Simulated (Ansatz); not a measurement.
# One shape, several levels: doublet [C6H6]+

Wanted: a comparison of 6 runs (UHF/STO-3G, UB3LYP/def2-SVP, UBHLYP/def2-SVP, UBLYP/def2-SVP, USVWN5/def2-SVP, UCCSD/def2-SVP) of doublet [C6H6]+. 

The results are computed with Ansatz 0.2.0.

17 further runs of the same task are left out: 17 set aside as unsound or not needed.

### 1 The structure to begin with

[C6H6]+ has 12 atoms, charge +1, and is taken as a doublet. As SMILES of the parent species, `C=C1C=CC=C1`. The coordinates come from a PBE0-D4/def2-TZVP relaxation. That shape belongs to the parent species and isn't relaxed for this state.

Bond lengths: C1–C2 1.336 Å, C2–C3 1.465 Å, C3–C4 1.346 Å, C4–C5 1.466 Å, C2–C6 1.465 Å, C5–C6 1.346 Å, C1–H7 1.084 Å, C1–H8 1.084 Å, C3–H9 1.081 Å, C4–H10 1.082 Å, C5–H11 1.082 Å, C6–H12 1.081 Å. Some angles: C1–C2–C3 126.8°, C1–C2–C6 126.8°, C3–C2–C6 106.3°, C2–C3–C4 107.8°, C3–C4–C5 109.0°, C4–C5–C6 109.0°, C2–C6–C5 107.8°, C2–C1–H7 121.3°, C2–C1–H8 121.3°, C2–C3–H9 124.6°.

### 2 A single-point energy at UHF/STO-3G (run 1)

in.yaml reads:

```yaml
crystal:
  periodic: [false, false, false]
  atoms:
    - {symbol: C, position_ang: [-0.818100, -1.597600, 0.906600]}
    - {symbol: C, position_ang: [-0.269900, -0.537800, 0.305500]}
    - {symbol: C, position_ang: [0.652900, 0.430400, 0.902600]}
    - {symbol: C, position_ang: [0.964800, 1.337500, -0.041700]}
    - {symbol: C, position_ang: [0.261500, 0.997400, -1.282700]}
    - {symbol: C, position_ang: [-0.471600, -0.113400, -1.081700]}
    - {symbol: H, position_ang: [-1.493400, -2.259800, 0.376500]}
    - {symbol: H, position_ang: [-0.605400, -1.830200, 1.944100]}
    - {symbol: H, position_ang: [1.002400, 0.394600, 1.924400]}
    - {symbol: H, position_ang: [1.624900, 2.186300, 0.076600]}
    - {symbol: H, position_ang: [0.333200, 1.561600, -2.202900]}
    - {symbol: H, position_ang: [-1.104400, -0.624200, -1.793300]}
basis:
  gaussian: {orbitals: STO-3G}
total_charge: 1
magnetization: {spin_polarized: true, initial_magnetization: 1}
hamiltonian: {xc: hf}
accuracy: high
output: {orbitals: {seedname: orbitals}}
```

The run is started by

```console
$ ansatz run in.yaml --threads 1 --pin off --max-ram 3480MiB --events-out events.jsonl --progress --plain --runs-dir runs
```

Log:

```text
Warning: RAYON_NUM_THREADS=1 ignored (pool sized by the plan → 1); use --threads N
Functional definition: HF
  name "HF"
  exchange = exact_x
  correlation = 0
784 factors; integrals over basis functions are off by at most 2.0e-9 eV
mean field evaluation 1: about -6192.2901 eV, gradient 1.2e1 eV
mean field evaluation 2: about -6192.5123 eV, gradient 1.2e1 eV
mean field evaluation 4: about -6193.7931 eV, gradient 1.4e0 eV
mean field evaluation 8: about -6193.8651 eV, gradient 3.5e-1 eV
mean field evaluation 16: about -6194.0270 eV, gradient 3.7e-1 eV
mean field evaluation 32: about -6193.8276 eV, gradient 8.4e-2 eV
mean field evaluation 64: about -6194.0360 eV, gradient 2.2e-1 eV
mean field evaluation 96: about -6185.0918 eV, gradient 2.6e1 eV
mean field evaluation 128: about -6193.0052 eV, gradient 2.7e-2 eV
mean field -6194.05345144 eV, -227.6272658602 hartree, gradient 2.6e-8 eV, S^2 1.262483; 4 other end points of the search recorded, 0 dependent functions left out
reference -6194.05345144 eV, -227.6272658602 hartree; 21, 20 occupied and 15, 16 virtual orbitals, 784 factors
Total energy: -6194.05345144 eV, -227.6272658602 hartree
```

Run time: 2.4 s. Hardware: 1 thread of Arm Neoverse V2, shared host; peak memory 0.1 GiB.

### 3 The energy at UB3LYP/def2-SVP (run 2)

job.yaml reads:

```yaml
crystal:
  periodic: [false, false, false]
  atoms:
    - {symbol: C, position_ang: [-0.818100, -1.597600, 0.906600]}
    - {symbol: C, position_ang: [-0.269900, -0.537800, 0.305500]}
    - {symbol: C, position_ang: [0.652900, 0.430400, 0.902600]}
    - {symbol: C, position_ang: [0.964800, 1.337500, -0.041700]}
    - {symbol: C, position_ang: [0.261500, 0.997400, -1.282700]}
    - {symbol: C, position_ang: [-0.471600, -0.113400, -1.081700]}
    - {symbol: H, position_ang: [-1.493400, -2.259800, 0.376500]}
    - {symbol: H, position_ang: [-0.605400, -1.830200, 1.944100]}
    - {symbol: H, position_ang: [1.002400, 0.394600, 1.924400]}
    - {symbol: H, position_ang: [1.624900, 2.186300, 0.076600]}
    - {symbol: H, position_ang: [0.333200, 1.561600, -2.202900]}
    - {symbol: H, position_ang: [-1.104400, -0.624200, -1.793300]}
basis:
  gaussian: {orbitals: def2-SVP}
output: {orbitals: {seedname: orbitals}}
magnetization: {spin_polarized: true, initial_magnetization: 1}
total_charge: 1
accuracy: high
hamiltonian: {xc: {name: B3LYP}}
```

The run is started by

```console
$ ansatz run job.yaml --threads 1 --pin off --max-ram 3480MiB --events-out events.jsonl --progress --plain --runs-dir runs
```

Log:

```text
Warning: RAYON_NUM_THREADS=1 ignored (pool sized by the plan → 1); use --threads N
Functional definition: B3LYP
  name "B3LYP"
  parameter a0 = 0.2
  parameter ax = 0.72
  parameter ac = 0.81
  exchange = (1 - a0 - ax)*slater_x + ax*b88_x + a0*exact_x
  correlation = (1 - ac)*vwn_rpa_c + ac*lyp_c
2798 factors; integrals over basis functions are off by at most 9.0e-9 eV
mean field evaluation 1: about -6295.2267 eV, gradient 4.2e1 eV
mean field evaluation 2: about -6294.0456 eV, gradient 4.6e1 eV
mean field evaluation 4: about -6305.0929 eV, gradient 3.4e0 eV
mean field evaluation 8: about -6305.4199 eV, gradient 1.1e-1 eV
mean field evaluation 16: about -6305.4200 eV, gradient 3.1e-4 eV
mean field evaluation 32: about -6305.3941 eV, gradient 1.8e0 eV
mean field -6305.42001104 eV, -231.7199114387 hartree, gradient 3.4e-8 eV, S^2 0.759198; 2 other end points of the search recorded, 0 dependent functions left out
reference -6305.42005133 eV, -231.7199129190 hartree; 21, 20 occupied and 93, 94 virtual orbitals, 2798 factors
Total energy: -6305.42005133 eV, -231.7199129190 hartree
```

It took 20 s on 1 thread of Arm Neoverse V2, shared host; peak memory 0.61 GiB.

Run 3 isn't shown in full; the table further down has it.

### 4 The energy at UBLYP/def2-SVP (run 4)

molecule.yaml reads:

```yaml
crystal:
  periodic: [false, false, false]
  atoms:
    - symbol: C
      position_ang: [-0.818100, -1.597600, 0.906600]
    - symbol: C
      position_ang: [-0.269900, -0.537800, 0.305500]
    - symbol: C
      position_ang: [0.652900, 0.430400, 0.902600]
    - symbol: C
      position_ang: [0.964800, 1.337500, -0.041700]
    - symbol: C
      position_ang: [0.261500, 0.997400, -1.282700]
    - symbol: C
      position_ang: [-0.471600, -0.113400, -1.081700]
    - symbol: H
      position_ang: [-1.493400, -2.259800, 0.376500]
    - symbol: H
      position_ang: [-0.605400, -1.830200, 1.944100]
    - symbol: H
      position_ang: [1.002400, 0.394600, 1.924400]
    - symbol: H
      position_ang: [1.624900, 2.186300, 0.076600]
    - symbol: H
      position_ang: [0.333200, 1.561600, -2.202900]
    - symbol: H
      position_ang: [-1.104400, -0.624200, -1.793300]
basis:
  gaussian:
    orbitals: def2-SVP
total_charge: 1
magnetization:
  spin_polarized: true
  initial_magnetization: 1
hamiltonian:
  xc: {name: BLYP}
accuracy: high
output: {orbitals: {seedname: orbitals}}
```

The run is started by

```console
$ ansatz run molecule.yaml --threads 1 --pin off --max-ram 3480MiB --events-out events.jsonl --progress --plain --runs-dir runs
```

Log:

```text
Warning: RAYON_NUM_THREADS=1 ignored (pool sized by the plan → 1); use --threads N
Functional definition: BLYP
  name "BLYP"
  parameter beta = 0.0042
  parameter a = 0.04918
  parameter b = 0.132
  parameter c = 0.2533
  parameter d = 0.349
  exchange = b88_x(beta = beta)
  correlation = lyp_c(a = a, b = b, c = c, d = d)
2798 factors; integrals over basis functions are off by at most 9.0e-9 eV
mean field evaluation 1: about -6288.1242 eV, gradient 4.9e1 eV
mean field evaluation 2: about -6275.8337 eV, gradient 7.0e1 eV
mean field evaluation 4: about -6301.9097 eV, gradient 9.4e0 eV
mean field evaluation 8: about -6302.4287 eV, gradient 2.3e-1 eV
mean field evaluation 16: about -6302.4290 eV, gradient 7.0e-5 eV
mean field -6302.42895853 eV, -231.6099922863 hartree, gradient 7.0e-8 eV, S^2 0.755269; 1 other end points of the search recorded, 0 dependent functions left out
reference -6302.42901395 eV, -231.6099943227 hartree; 21, 20 occupied and 93, 94 virtual orbitals, 2798 factors
Total energy: -6302.42901395 eV, -231.6099943227 hartree
```

Run time: 14 s. Hardware: 1 thread of Arm Neoverse V2, shared host; peak memory 0.44 GiB.

Run 5 isn't shown in full; the table further down has it.

### 5 The energy at UCCSD/def2-SVP (run 6)

job.yaml reads:

```yaml
crystal:
  periodic: [false, false, false]
  atoms:
    - symbol: C
      position_ang: [-0.818100, -1.597600, 0.906600]
    - symbol: C
      position_ang: [-0.269900, -0.537800, 0.305500]
    - symbol: C
      position_ang: [0.652900, 0.430400, 0.902600]
    - symbol: C
      position_ang: [0.964800, 1.337500, -0.041700]
    - symbol: C
      position_ang: [0.261500, 0.997400, -1.282700]
    - symbol: C
      position_ang: [-0.471600, -0.113400, -1.081700]
    - symbol: H
      position_ang: [-1.493400, -2.259800, 0.376500]
    - symbol: H
      position_ang: [-0.605400, -1.830200, 1.944100]
    - symbol: H
      position_ang: [1.002400, 0.394600, 1.924400]
    - symbol: H
      position_ang: [1.624900, 2.186300, 0.076600]
    - symbol: H
      position_ang: [0.333200, 1.561600, -2.202900]
    - symbol: H
      position_ang: [-1.104400, -0.624200, -1.793300]
basis:
  gaussian:
    orbitals: def2-SVP
total_charge: 1
magnetization:
  spin_polarized: true
  initial_magnetization: 1
correlation:
  method: ccsd
  frozen_orbitals: {C: 1, H: 0}
accuracy: high
scf:
  omitted_lower_state_checks: [cluster_reference, increment]
```

The run is started by

```console
$ ansatz run job.yaml --threads 1 --pin off --max-ram 3480MiB --events-out events.jsonl --progress --plain --runs-dir runs
```

Log:

```text
Warning: RAYON_NUM_THREADS=1 ignored (pool sized by the plan → 1); use --threads N
[... 13 lines left out ...]
6 core orbitals not correlated: weight in the atoms' cores, before any rotation towards them, 1.000 or more for the frozen orbitals, at most 0.000 for the correlated occupied ones
[... 30 lines left out ...]
Total energy: -6285.68006416 eV, -230.9944817708 hartree
Checks for a lower state left out: cluster_reference, increment
```

It took 3.4 min on 1 thread of Arm Neoverse V2, shared host; peak memory 2.6 GiB.

### 6 All runs side by side

```
run            level  frozen core orbitals  energy (Eh)  HOMO energy (eV)  LUMO energy (eV)   ⟨S²⟩  wall time
  1       UHF/STO-3G                     –  -227.627266            -14.85             -4.65  1.262      2.4 s
  2  UB3LYP/def2-SVP                     –  -231.719913            -13.01            -10.55  0.759       20 s
  3  UBHLYP/def2-SVP                     –  -231.575804            -13.95             -9.11  0.769       23 s
  4   UBLYP/def2-SVP                     –  -231.609994            -12.11            -11.20  0.755       14 s
  5  USVWN5/def2-SVP                     –  -229.554581            -12.55            -11.77  0.753      9.9 s
  6   UCCSD/def2-SVP                     6  -230.994482                 –                 –  0.999    3.4 min
```

### 7 Results

| quantity | value |
| --- | --- |
| run 6: total energy | -230.99448 Eh |
| run 6: correlation energy (6 core orbitals frozen) | -778.0 mEh |
| run 6: ⟨S²⟩ of the reference determinant | 0.999 |
| run 6: T1 diagnostic | 0.034 |

Totals of different functionals can't be ranked against each other. In run 1 the basis is minimal, so the values are rough. Spin contamination of the reference: run 1 ⟨S²⟩ = 1.26, run 6 ⟨S²⟩ = 1.00. All runs together took 4.6 min, the longest 3.4 min.
